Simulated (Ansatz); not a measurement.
## PtC: from a trial structure to a relaxed crystal

Theory: Ansatz 0.2.0, DFT PBE, scalar-relativistic, plane waves, PAW. Cutoff 420 eV, Γ-centred k mesh, Gaussian smearing, no spin polarisation in the final step.

PtC was placed on the rock salt structure type (Fm-3m, No. 225), with Pt in place of Na, C in place of Cl, at a guessed volume.

```xyz
2
Lattice="0.0000 2.2615 2.2615 2.2615 0.0000 2.2615 2.2615 2.2615 0.0000" Properties=species:S:1:pos:R:3 pbc="T T T"
Pt    0.0000    0.0000    0.0000
C     2.2615    2.2615    2.2615
```

Cell and atoms relax at zero pressure; the relaxation can't lower the symmetry of the start. After a coarse first stage the cell is made exact in the group found at 0.06 Å.

Energies over the elements count from the elements' standard structures at the same level, with no empirical corrections.

Q: What does it relax into?

A: It keeps Fm-3m (No. 225). The result has the rock salt structure. Conventional cell: a = 4.466 Å. Around Pt lie 6 C at 2.23 Å; C is coordinated by 6 Pt at 2.23 Å.

Space group Fm-3m (No. 225). a = 4.466 Å, b = 4.466 Å, c = 4.466 Å, α = 90.00°, β = 90.00°, γ = 90.00°
| atom | site | symmetry | x | y | z |
| --- | --- | --- | --- | --- | --- |
| Pt | 4a | m-3m | 0.0000 | 0.0000 | 0.0000 |
| C | 4b | m-3m | 0.5000 | 0.0000 | 0.0000 |

Q: What are its volume, energy, density and gap?

A: The volume per atom is 11.14 Å³ and the density is 15.44 g/cm³. The energy over the elements is 1.47 eV/atom. The gap on the 22×22×22 mesh is 0 eV (a metal).

The final run used a 22×22×22 mesh on its 2-atom cell and 0.10 eV smearing. The k mesh leaves about 4 meV/atom of noise in metals. Spin–orbit coupling is left out. A structure relaxed within its symmetry needn't be a true minimum. The steps took about 28 core-seconds in all.

Cost: 3 runs of about 0.46 core-minutes in all, on Arm Neoverse V2 (shared hosts).